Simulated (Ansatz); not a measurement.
# SeH⁺, singlet: the ladder up to full CI

Geometry: a PBE0/def2-TZVP stationary point for this spin. The triplet lies 1.3 eV lower here.

```xyz
2

Se    0.0000    0.0000    0.0000
H     0.0000    0.0000    1.4900
```

Basis aug-cc-pVDZ; Ansatz 0.2.0. Only valence electrons are correlated (noble-gas cores and the filled d shells of p-block atoms frozen), which leaves 6 electrons in 31 orbitals. R marks a restricted (for open shells ROHF) determinant, U an unrestricted one. Active spaces: valence = (6e, 5o) chosen from the atoms' valence shells. No spin–orbit coupling is included, and no scalar relativity.

Full CI is exact within this basis and frozen core; it isn't the basis-set limit. The frozen core follows each run's orbitals, which can shift R against U totals by a few meV for light atoms and by up to 0.1 eV past Ca.

The determinant fills πx and πy unequally, so it is a mixture of Σ and Δ, which weighs on every level built on one determinant.

- UHF ⟨S²⟩: 1.021
- T1 diagnostic (RCCSD): 0.0095
- largest doubles amplitude (RCCSD): 0.424

| level | E − E(full CI) (meV) | share of correlation (%) | wall time |
| --- | --- | --- | --- |
| RHF | 3703 | 0.00 | – |
| RMP2 | 1194 | 67.75 | – |
| CISD | 560 | 84.87 | 0.99 s |
| RCCSD | 344 | 90.71 | – |
| RCCSD(T) | 164 | 95.57 | 1 s |
| BCCD(T) | 167 | 95.48 | 1.1 s |
| RCCSDT* | 8 | 99.79 | – |
| RCCSDT(Q)* | -3 | 100.09 | 2.2 s |
| RCCSDTQ* | 0 | 100.00 | 19 s |
| CASSCF (valence space) | 2520 | 31.94 | – |
| NEVPT2 (valence space) | 570 | 84.59 | 1.4 s |
| MRCISD (valence space) | 98 | 97.35 | – |
| MRCISD+Q (valence space) | -24 | 100.66 | 1.7 s |

An asterisk marks runs whose energy the program itself flagged as in doubt.

The correlation energy at full CI, counted from RHF, is -3.703 eV. That run took 23 s on 1 thread of Arm Neoverse V2, shared host over 5,065,957 determinants.

Run but not shown, since their state, orbitals or frozen core can't be matched to the reference's or they repeat it: UHF, UMP2, UCCSD, UCCSD(T), UCCSDT, UCCSDT(Q).

Times hold each run's SCF and search for its determinant on a shared host, so for small cases they say little of a method's own cost; they ran on 1 thread of Arm Neoverse V2.

More than 5 meV below full CI, which no variational method can be: MRCISD+Q (valence space).

Unrestricted levels hold only the spin's projection, and here they fall towards a lower state of higher spin.

The full-CI state has the irrep A1 of C2v, in the program's axes (one component, if the state is degenerate).

Natural occupations of full CI about the gap: 1.966 1.941 1.002 0.977 0.038 0.019 0.013 0.013 0.007 0.006; effectively unpaired electrons, Σ n²(2−n)², 2.03. No single determinant describes this state well, so single-reference rows can miss without a flag.
